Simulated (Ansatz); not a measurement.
C3H6FN can be A, `NC/C=C\F`, or B, `C/C=N/CF`.

Isolated molecules relaxed with PBE0-D4/def2-TZVP in Ansatz; ΔE leaves out vibrations. CCSD(T)/CBS adds triple-zeta CCSD(T) − MP2 to the extrapolated MP2 energy (def2 sets, frozen cores). Double bonds are as drawn, so ΔE can hold a change between cis and trans. DFT in def2-TZVPP. B3LYP here is the variant with VWN-RPA as its local correlation; programs differ in this. One conformer a species, not always the lowest.

Problem. Which isomer does CCSD(T)/CBS put lower? Give the gap. (Estimate.)

Solution. Computed: B, by 4.5 kcal/mol.

Problem. Give E(B) − E(A) in kcal/mol with r2SCAN-D4, MP2/def2-TZVPP, HF/def2-TZVPP, B3LYP, PBE0-D4, ωB97M-V, CCSD(T)/def2-TZVPP. (Estimate.)

Solution. Computed: r2SCAN-D4 -5.6, MP2/def2-TZVPP -5.4, HF/def2-TZVPP -7.2, B3LYP -6.0, PBE0-D4 -4.9, ωB97M-V -4.8, CCSD(T)/def2-TZVPP -5.6. None reverses the order clearly.

Largest T1 diagnostic: 0.012.

In def2-TZVPP, CCSD(T) changes the Hartree–Fock value by +1.7 kcal/mol (the triples alone add −0.1 kcal/mol) and MP2 by +1.8 kcal/mol.
